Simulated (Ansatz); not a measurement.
Molecular dynamics of C3H7NO2

input.yaml

```yaml
crystal:
  periodic: [false, false, false]
  atoms:
    - { symbol: "N", position_ang: [-0.361745, 0.988073, 0.69974] }
    - { symbol: C, position_ang: [-0.745812, 0.213237, -0.330067] }
    - { symbol: O, position_ang: [-2.090072, -0.374089, -0.492534] }
    - { symbol: C, position_ang: [0.260111, -0.172385, -1.45246] }
    - { symbol: C, position_ang: [1.692956, -0.131094, -0.951576] }
    - { symbol: O, position_ang: [2.10065, 1.152459, -0.394505] }
    - { symbol: H, position_ang: [-1.143824, 1.099001, 1.398185] }
    - { symbol: H, position_ang: [-2.566879, 0.005127, 0.337013] }
    - { symbol: H, position_ang: [0.159548, 0.472893, -2.304883] }
    - { symbol: H, position_ang: [-0.060941, -1.173684, -1.769401] }
    - { symbol: H, position_ang: [2.376915, -0.269841, -1.776598] }
    - { symbol: H, position_ang: [1.850392, -1.003907, -0.295645] }
    - { symbol: H, position_ang: [1.251404, 1.48463, 0.155465] }
basis:
  gaussian: { orbitals: STO-3G }
hamiltonian:
  xc: pbe0
md:
  timestep: 1.0
  n_steps: 266
  ensemble: nvt_langevin
  temperature: 200.0
  initial_velocities: maxwell_boltzmann
  seed: 471027
  friction: 1.0
scf:
  lower_state_search: "off"
```

Launched with:

```bash
$ ansatz run input.yaml --threads 1 --pin off --max-ram 2048MiB --backend cpu --events-out ev --progress --plain --runs-dir out
```

It goes on from the last frame of an earlier run, with new velocities.

Output, in part (one step line in 5, the closing report, with atoms numbered from 0):

```
md step     0: t =     0.00 fs  T =   184.6 K  F+E_penalty+E_count = -8683.83234806 eV  E_kin = 0.310224 eV  (14 SCF iters)
md step     5: t =     5.00 fs  T =   159.5 K  F+E_penalty+E_count = -8683.94002867 eV  E_kin = 0.268087 eV  (21 SCF iters)
md step    10: t =    10.00 fs  T =   170.1 K  F+E_penalty+E_count = -8683.89207086 eV  E_kin = 0.285828 eV  (21 SCF iters)
md step    15: t =    15.00 fs  T =   189.0 K  F+E_penalty+E_count = -8683.96923188 eV  E_kin = 0.317614 eV  (20 SCF iters)
md step    20: t =    20.00 fs  T =   193.1 K  F+E_penalty+E_count = -8683.88606825 eV  E_kin = 0.324412 eV  (20 SCF iters)
md step    25: t =    25.00 fs  T =   195.6 K  F+E_penalty+E_count = -8684.01732418 eV  E_kin = 0.328751 eV  (20 SCF iters)
md step    30: t =    30.00 fs  T =   208.2 K  F+E_penalty+E_count = -8683.97422187 eV  E_kin = 0.349776 eV  (20 SCF iters)
md step    35: t =    35.00 fs  T =   154.0 K  F+E_penalty+E_count = -8684.01471634 eV  E_kin = 0.258813 eV  (21 SCF iters)
md step    40: t =    40.00 fs  T =   171.6 K  F+E_penalty+E_count = -8683.94588885 eV  E_kin = 0.288305 eV  (20 SCF iters)
md step    45: t =    45.00 fs  T =   199.6 K  F+E_penalty+E_count = -8683.91744997 eV  E_kin = 0.335450 eV  (20 SCF iters)
md step    50: t =    50.00 fs  T =   223.1 K  F+E_penalty+E_count = -8683.95991006 eV  E_kin = 0.374906 eV  (20 SCF iters)
md step    55: t =    55.00 fs  T =   151.1 K  F+E_penalty+E_count = -8684.04015179 eV  E_kin = 0.253963 eV  (20 SCF iters)
md step    60: t =    60.00 fs  T =   302.2 K  F+E_penalty+E_count = -8683.97232413 eV  E_kin = 0.507830 eV  (20 SCF iters)
md step    65: t =    65.00 fs  T =   152.7 K  F+E_penalty+E_count = -8683.93873392 eV  E_kin = 0.256674 eV  (19 SCF iters)
md step    70: t =    70.00 fs  T =   147.7 K  F+E_penalty+E_count = -8683.98567276 eV  E_kin = 0.248209 eV  (21 SCF iters)
md step    75: t =    75.00 fs  T =   249.7 K  F+E_penalty+E_count = -8684.04826086 eV  E_kin = 0.419517 eV  (21 SCF iters)
md step    80: t =    80.00 fs  T =   203.4 K  F+E_penalty+E_count = -8684.03530586 eV  E_kin = 0.341737 eV  (20 SCF iters)
md step    85: t =    85.00 fs  T =   196.5 K  F+E_penalty+E_count = -8683.93414774 eV  E_kin = 0.330202 eV  (21 SCF iters)
md step    90: t =    90.00 fs  T =   213.9 K  F+E_penalty+E_count = -8684.02255190 eV  E_kin = 0.359460 eV  (21 SCF iters)
md step    95: t =    95.00 fs  T =   199.6 K  F+E_penalty+E_count = -8683.97441651 eV  E_kin = 0.335449 eV  (21 SCF iters)
md step   100: t =   100.00 fs  T =   223.5 K  F+E_penalty+E_count = -8683.87981618 eV  E_kin = 0.375611 eV  (21 SCF iters)
md step   105: t =   105.00 fs  T =   166.2 K  F+E_penalty+E_count = -8683.98727634 eV  E_kin = 0.279233 eV  (20 SCF iters)
md step   110: t =   110.00 fs  T =   248.6 K  F+E_penalty+E_count = -8683.99652777 eV  E_kin = 0.417727 eV  (20 SCF iters)
md step   115: t =   115.00 fs  T =   175.0 K  F+E_penalty+E_count = -8683.95410211 eV  E_kin = 0.294004 eV  (20 SCF iters)
md step   120: t =   120.00 fs  T =   121.1 K  F+E_penalty+E_count = -8683.98917697 eV  E_kin = 0.203516 eV  (20 SCF iters)
md step   125: t =   125.00 fs  T =   206.6 K  F+E_penalty+E_count = -8683.83979100 eV  E_kin = 0.347199 eV  (21 SCF iters)
md step   130: t =   130.00 fs  T =   290.7 K  F+E_penalty+E_count = -8683.99900430 eV  E_kin = 0.488488 eV  (20 SCF iters)
md step   135: t =   135.00 fs  T =   141.3 K  F+E_penalty+E_count = -8683.98123280 eV  E_kin = 0.237378 eV  (21 SCF iters)
md step   140: t =   140.00 fs  T =   239.7 K  F+E_penalty+E_count = -8684.03695660 eV  E_kin = 0.402797 eV  (20 SCF iters)
md step   145: t =   145.00 fs  T =   138.3 K  F+E_penalty+E_count = -8683.99033103 eV  E_kin = 0.232375 eV  (21 SCF iters)
md step   150: t =   150.00 fs  T =   212.1 K  F+E_penalty+E_count = -8683.98984324 eV  E_kin = 0.356357 eV  (20 SCF iters)
md step   155: t =   155.00 fs  T =   183.8 K  F+E_penalty+E_count = -8684.01728085 eV  E_kin = 0.308781 eV  (20 SCF iters)
md step   160: t =   160.00 fs  T =   153.3 K  F+E_penalty+E_count = -8683.96448662 eV  E_kin = 0.257683 eV  (20 SCF iters)
md step   165: t =   165.00 fs  T =   167.6 K  F+E_penalty+E_count = -8683.93634591 eV  E_kin = 0.281668 eV  (20 SCF iters)
md step   170: t =   170.00 fs  T =   175.4 K  F+E_penalty+E_count = -8683.86510879 eV  E_kin = 0.294790 eV  (20 SCF iters)
md step   175: t =   175.00 fs  T =   246.3 K  F+E_penalty+E_count = -8684.00022943 eV  E_kin = 0.413831 eV  (20 SCF iters)
md step   180: t =   180.00 fs  T =   200.9 K  F+E_penalty+E_count = -8683.87635354 eV  E_kin = 0.337524 eV  (20 SCF iters)
md step   185: t =   185.00 fs  T =   368.5 K  F+E_penalty+E_count = -8683.86574685 eV  E_kin = 0.619287 eV  (20 SCF iters)
md step   190: t =   190.00 fs  T =   221.0 K  F+E_penalty+E_count = -8684.01959401 eV  E_kin = 0.371432 eV  (20 SCF iters)
md step   195: t =   195.00 fs  T =   194.0 K  F+E_penalty+E_count = -8683.97229956 eV  E_kin = 0.326030 eV  (20 SCF iters)
md step   200: t =   200.00 fs  T =   214.3 K  F+E_penalty+E_count = -8684.04279360 eV  E_kin = 0.360099 eV  (20 SCF iters)
md step   205: t =   205.00 fs  T =   164.2 K  F+E_penalty+E_count = -8683.95770319 eV  E_kin = 0.275915 eV  (20 SCF iters)
md step   210: t =   210.00 fs  T =   198.9 K  F+E_penalty+E_count = -8684.01821121 eV  E_kin = 0.334292 eV  (20 SCF iters)
md step   215: t =   215.00 fs  T =   283.1 K  F+E_penalty+E_count = -8683.98421247 eV  E_kin = 0.475753 eV  (21 SCF iters)
md step   220: t =   220.00 fs  T =   181.0 K  F+E_penalty+E_count = -8683.94860166 eV  E_kin = 0.304199 eV  (20 SCF iters)
md step   225: t =   225.00 fs  T =   217.1 K  F+E_penalty+E_count = -8683.95115114 eV  E_kin = 0.364731 eV  (20 SCF iters)
md step   230: t =   230.00 fs  T =   184.8 K  F+E_penalty+E_count = -8683.78960597 eV  E_kin = 0.310529 eV  (20 SCF iters)
md step   235: t =   235.00 fs  T =   226.9 K  F+E_penalty+E_count = -8683.91014705 eV  E_kin = 0.381281 eV  (20 SCF iters)
md step   240: t =   240.00 fs  T =   233.2 K  F+E_penalty+E_count = -8683.87393739 eV  E_kin = 0.391836 eV  (21 SCF iters)
md step   245: t =   245.00 fs  T =   148.3 K  F+E_penalty+E_count = -8683.96194108 eV  E_kin = 0.249119 eV  (20 SCF iters)
md step   250: t =   250.00 fs  T =   227.9 K  F+E_penalty+E_count = -8683.97597874 eV  E_kin = 0.382974 eV  (20 SCF iters)
md step   255: t =   255.00 fs  T =   150.1 K  F+E_penalty+E_count = -8684.08071056 eV  E_kin = 0.252248 eV  (20 SCF iters)
md step   260: t =   260.00 fs  T =   232.6 K  F+E_penalty+E_count = -8683.98267173 eV  E_kin = 0.390933 eV  (20 SCF iters)
md step   265: t =   265.00 fs  T =   263.0 K  F+E_penalty+E_count = -8683.86801582 eV  E_kin = 0.441909 eV  (20 SCF iters)
md step   266: t =   266.00 fs  T =   174.6 K  F+E_penalty+E_count = -8683.80703673 eV  E_kin = 0.293362 eV  (20 SCF iters)
Total energy: -8683.80705543 eV, -319.1240231912 hartree
Atom 0 at    -0.418706     0.999327     0.599250 Å, force     2.132738     0.980152     0.174858 eV/Å
Atom 1 at    -0.839645     0.283472    -0.378408 Å, force     0.757047    -1.783252    -1.680462 eV/Å
Atom 2 at    -2.059022    -0.348827    -0.607309 Å, force     0.539151     0.047007    -0.465303 eV/Å
Atom 3 at     0.147313    -0.113701    -1.502449 Å, force     0.037452     0.439122     0.249986 eV/Å
Atom 4 at     1.616909    -0.146121    -0.981316 Å, force    -0.669738     1.254328    -0.590669 eV/Å
Atom 5 at     2.127081     1.084447    -0.468137 Å, force     0.065519     1.395472     0.293944 eV/Å
Atom 6 at    -1.046641     1.184483     1.397565 Å, force    -1.399967    -0.006580     0.551510 eV/Å
Atom 7 at    -2.545704     0.039500     0.158471 Å, force    -1.888008     0.263280     1.405468 eV/Å
Atom 8 at    -0.022069     0.589490    -2.324265 Å, force     0.372560     0.216768    -0.322020 eV/Å
Atom 9 at    -0.063287    -1.114324    -1.884471 Å, force    -0.551559    -0.305873     0.008776 eV/Å
Atom 10 at     2.252953    -0.524429    -1.786190 Å, force     0.476879     0.166881    -0.457360 eV/Å
Atom 11 at     1.642136    -0.878191    -0.212959 Å, force    -0.116631    -1.873784     1.498045 eV/Å
Atom 12 at     1.369124     1.385117     0.187172 Å, force     0.244557    -0.793521    -0.666772 eV/Å
Dipole moment:    -0.747956    -0.159492     0.217872 e Å
```

All steps were run. A run of 0.27 ps of so small a system gives no equilibrium averages. The friction is so strong that the motion is overdamped, so the time scale means little. Limits of this set-up: minimal basis.

The same pairs are bonded in the first frame and the last. Pairs count as bonded within 1.25 times the sum of covalent radii (0.12 Å more for H–H).

Last frame:

```xyz
13
Properties=species:S:1:pos:R:3
N -0.419 0.999 0.599
C -0.840 0.283 -0.378
O -2.059 -0.349 -0.607
C 0.147 -0.114 -1.502
C 1.617 -0.146 -0.981
O 2.127 1.084 -0.468
H -1.047 1.185 1.398
H -2.546 0.040 0.159
H -0.022 0.590 -2.324
H -0.063 -1.114 -1.885
H 2.253 -0.524 -1.786
H 1.642 -0.878 -0.213
H 1.369 1.385 0.187
```

The run took 7.6 min on 1 thread of Arm Neoverse V2 (shared host), peak memory 0.089 GiB.
